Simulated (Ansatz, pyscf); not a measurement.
H₂C=Si: [singlet] + hydrogen chloride (HCl) → H₃C–Si:–Cl [singlet], an addition across a multiple bond or ene-type step on the singlet surface: Cl–H broken, C–H, Cl–Si formed. Optimised with ωB97X-D3(BJ)/def2-SVP in PySCF. Wave-function energies: Ansatz (a quantum-chemistry and plane-wave program), frozen core, RHF or UHF references. In kcal/mol, from the separated reactants.

```tsv
level	barrier	reaction energy
M06-2X/def2-TZVP	-1.10	-65.33
B3LYP-D3(BJ)/def2-TZVP	-1.38	-63.97
CCSD(T)/cc-pV(D+d)Z	6.33	-56.58
CCSDT(Q)/cc-pV(D+d)Z	___	___
CCSD(T)/cc-pV(T+d)Z	3.20	-60.96
CCSD(T)/cc-pV(Q+d)Z	___	-62.12
```

Problem. Complete the blanks.

Solution. 
- CCSDT(Q)/cc-pV(D+d)Z, barrier: 6.12
- CCSDT(Q)/cc-pV(D+d)Z, reaction energy: -56.35
- CCSD(T)/cc-pV(Q+d)Z, barrier: 2.31

In cc-pV(D+d)Z, going from CCSD(T) to CCSDT(Q) shifts the barrier by -0.21 and the reaction energy by +0.23 kcal/mol. With HF in the quadruple-zeta basis and the correlation energy extrapolated as X⁻³ from X = 3, 4, CCSD(T) gives 1.45 and -63.26; adding the double-zeta shift gives ΔE‡ = 1.24 and ΔE = -63.03 kcal/mol, without core correlation, relativity or geometry relaxation at these levels. On the reactant side the descent ends in a complex, 5.94 kcal/mol under the separated species and 3.83 kcal/mol under the saddle at ωB97X-D3(BJ)/def2-TZVP. At M06-2X, B3LYP-D3(BJ) the saddle lies under the separated reactants, which points to a path from their complex (located at ωB97X-D3(BJ) alone). At ωB97X-D3(BJ)/def2-TZVP the barrier from the zero used here is -2.11 kcal/mol. One saddle was located; it need not be the lowest between these sides.
